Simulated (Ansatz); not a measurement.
Input file:

```yaml
crystal:
  periodic: [false, false, false]
  atoms:
    - {symbol: Ga, position_ang: [0.000000, 0.093764, 0.821607]}
    - {symbol: P, position_ang: [0.000000, 0.284432, -1.589191]}
    - {symbol: N, position_ang: [0.000000, -1.095724, -0.575558]}
basis:
  gaussian: {orbitals: cc-pVDZ, fitting: {mean_field: def2-universal-jkfit}}
total_charge: 1
magnetization: {spin_polarized: true, initial_magnetization: 2}
hamiltonian: {xc: {name: r2SCAN}}
correlation: {method: bccd_t, electrons: valence}
```

```sh
$ ansatz run in.yaml --threads 1 --pin off --events-out ev --progress --plain --max-ram 2393MiB
```

(1) Roughly how long does this take on 1 thread of Arm Neoverse V2, shared host, and how much host memory?

```
471 factors; integrals over basis functions are off by at most 4.9e-2 eV
mean field evaluation 1: about -63110.8189 eV, gradient 7.7e1 eV
mean field evaluation 2: about -63110.8209 eV, gradient 7.7e1 eV
mean field evaluation 4: about -63132.2281 eV, gradient 2.8e1 eV
mean field evaluation 8: about -63143.7262 eV, gradient 3.1e0 eV
mean field evaluation 16: about -63143.7915 eV, gradient 1.2e-2 eV
mean field evaluation 32: about -63142.4835 eV, gradient 1.0e-1 eV
mean field evaluation 64: about -63105.3774 eV, gradient 1.3e1 eV
mean field -63143.79146071 eV, -2320.4915357822 hartree, gradient 2.7e-6 eV, S^2 2.012716; 4 other end points of the search recorded, 0 dependent functions left out
15 core orbitals not correlated: weight in the atoms' cores, before any rotation towards them, 1.000 or more for the frozen orbitals, at most 0.000 for the correlated occupied ones
reference -63077.17889720 eV, -2318.0435692245 hartree; 12, 10 occupied and 32, 34 virtual orbitals, 471 factors
second order -9.52228214 eV of doubles, -0.57282953 eV of singles
cycle   1  -9.01265854 eV  change     1.1e0 eV  update   1.5e-1
cycle   2  -9.52419047 eV  change   -5.1e-1 eV  update   6.1e-2
cycle   3  -9.62007364 eV  change   -9.6e-2 eV  update   2.3e-2
cycle   4  -9.64674737 eV  change   -2.7e-2 eV  update   1.1e-2
cycle   5  -9.65024061 eV  change   -3.5e-3 eV  update   4.3e-3
cycle   6  -9.64973979 eV  change    5.0e-4 eV  update   2.4e-3
cycle   7  -9.64796193 eV  change    1.8e-3 eV  update   1.4e-3
cycle   8  -9.64804324 eV  change   -8.1e-5 eV  update   7.7e-4
cycle   9  -9.64818501 eV  change   -1.4e-4 eV  update   4.4e-4
cycle  10  -9.64786386 eV  change    3.2e-4 eV  update   2.3e-4
cycle  11  -9.64791733 eV  change   -5.3e-5 eV  update   1.1e-4
cycle  12  -9.64791371 eV  change    3.6e-6 eV  update   5.3e-5
cycle  13  -9.64792213 eV  change   -8.4e-6 eV  update   2.5e-5
perturbative correction -0.58720658 eV, -0.0215794437 hartree
Total energy: -63087.41402590 eV, -2318.4197032667 hartree
```

Answers

(1) 23 s wall and 0.22 GiB.
